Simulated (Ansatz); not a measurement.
# BH4NSi: the cost of one run

All numbers below are computed with Ansatz 0.2.0 (RKS r2SCAN/def2-SVP).

## 1. Starting point

Bond lengths: B1–Si2 1.826 Å, Si2–N3 1.735 Å, B1–H4 1.159 Å, Si2–H5 1.468 Å, N3–H6 1.009 Å, N3–H7 1.006 Å. Angles: B1–Si2–N3 125.3°, B1–Si2–H5 132.0°, N3–Si2–H5 100.7°, Si2–B1–H4 147.2°, Si2–N3–H6 119.4°, Si2–N3–H7 118.1°, H6–N3–H7 109.4°.

Coordinates:

```xyz
7

B    -1.8032    0.4425   -0.2073
Si   -0.0565    0.0849   -0.6033
N     1.1836   -0.2646    0.5583
H    -2.6006    1.2446    0.0470
H     0.6013   -0.3475   -1.8420
H     1.6515   -1.1587    0.5307
H     1.0239   -0.0012    1.5165
```

## 2. Relaxing end A

input.yaml reads:

```yaml
crystal:
  periodic: [false, false, false]
  atoms:
    - { symbol: B, position_ang: [-1.8032, 0.44247, -0.2073] }
    - { symbol: Si, position_ang: [-0.05646, 0.08493, -0.60326] }
    - { symbol: "N", position_ang: [1.18358, -0.26461, 0.55834] }
    - { symbol: H, position_ang: [-2.60063, 1.24457, 0.04699] }
    - { symbol: H, position_ang: [0.60133, -0.3475, -1.84205] }
    - { symbol: H, position_ang: [1.65145, -1.15869, 0.53073] }
    - { symbol: H, position_ang: [1.02392, -0.00118, 1.51653] }
basis:
  gaussian: { orbitals: def2-SVP }
hamiltonian:
  xc: r2scan
relax:
  f_tol: 0.015
  max_steps: 40
```

Run with:

```
$ ansatz run input.yaml --threads 1 --pin off --max-ram 2048MiB --backend cpu --events-out ev --progress --plain --runs-dir out
```

What time and memory should one allow on 1 thread of Arm Neoverse V1, shared host?

About 23 s, with a peak of 0.13 GiB.
